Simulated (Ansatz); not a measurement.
## Basis-set limit of SiNH3, triplet

```xyz
5

N    -1.7655   -0.0126   -0.0197
H    -2.0627    0.9552   -0.0197
H    -2.0627   -0.4149    0.8606
H    -0.7530   -0.0126   -0.0197
Si    1.0555   -0.0126   -0.0197
```

Connectivity, by distances: NH3 ··· Si.

Ansatz 0.2.0, UHF determinant, valence electrons correlated. Energies in eV.

```csv
set,X,functions,Hartree–Fock,MP2 correlation,CCSD(T) correlation,time
def2-TZVPP,3,115,-9389.1601,-8.2022,-9.3158,13 s on 1 × NVIDIA H100 80GB HBM3 with 1 thread of AMD EPYC 7R13 Processor (Zen 3) (shared host)
def2-QZVPP,4,217,-9389.4578,-8.7773,-9.8088,"28 s on 1 × NVIDIA H100 80GB HBM3 with 1 thread of AMD EPYC 7R13 Processor (Zen 3), on a shared host"
```

Hartree–Fock is taken to follow E(X) = E∞ + A·exp(−7.88·√X), correlation E(X) = E∞ + B·X^−2.97.

Cautions: lower spins were not checked.

Q: Work out the CCSD(T) energy at the limit, and how far the shortcut misses it that extrapolates MP2 and adds CCSD(T) minus MP2 from the smaller set.

A: Hartree–Fock: E∞ = E4 + 0.1377·(E4 − E3) = -9389.4989. Correlation: E∞ = E4 + 0.7407·(E4 − E3) = -10.1740 for CCSD(T) and -9.2033 for MP2. The limit is -9399.6729 eV, 0.406 eV below def2-QZVPP. The shortcut gives a correlation energy of -9.2033 + (-1.1136) = -10.3169, 143 meV lower than the direct value.

Past Ne part of the Hartree–Fock step between the two sets comes from the cores, which don't follow the formula, so the 41 meV that it adds to the total can overshoot; that part largely cancels in differences.
